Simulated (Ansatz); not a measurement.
Born–Oppenheimer molecular dynamics of CS2 + H2 (5 atoms, charge 0, multiplicity 1). It starts from a relaxed structure.

Theory: RKS PBE/def2-SVP in Ansatz 0.2.0.

```
ensemble                      : NVE (velocity Verlet)
time step                     : 0.5 fs
steps asked                   : 500
starting velocities drawn for : 500 K
masses                        : H 2.014 u
seed                          : 480441
```

First frame:

```xyz
5
Properties=species:S:1:pos:R:3
H 0.015 0.133 -2.160
H -0.117 0.406 -2.867
S -0.608 0.833 2.689
C 0.034 -0.178 1.675
S 0.677 -1.194 0.664
```

Question: How far do the bonds stretch over the last three quarters of this one trajectory? (Pairs bonded in most of those frames.)

Answer: 
| bond | mean (Å) | spread (Å) | shortest | longest |
| --- | --- | --- | --- | --- |
| H1–H2 | 0.771 | 0.029 | 0.73 | 0.81 |
| S3–C4 | 1.572 | 0.016 | 1.54 | 1.60 |
| C4–S5 | 1.573 | 0.016 | 1.54 | 1.60 |

Mean temperature of the second half: 290 K. The conserved energy stayed within 0.13 meV per atom of its start (net change 0.071 meV per atom), so the integration is sound. The temperature averaged 0.58 of the 500 K drawn at the start: a run that starts near a minimum puts about half its kinetic energy into the potential. A run of 0.25 ps of so small a system gives no equilibrium averages.

Run time: 8 min on 1 thread of Arm Neoverse V1, on a shared host, peak memory 0.1 GiB.
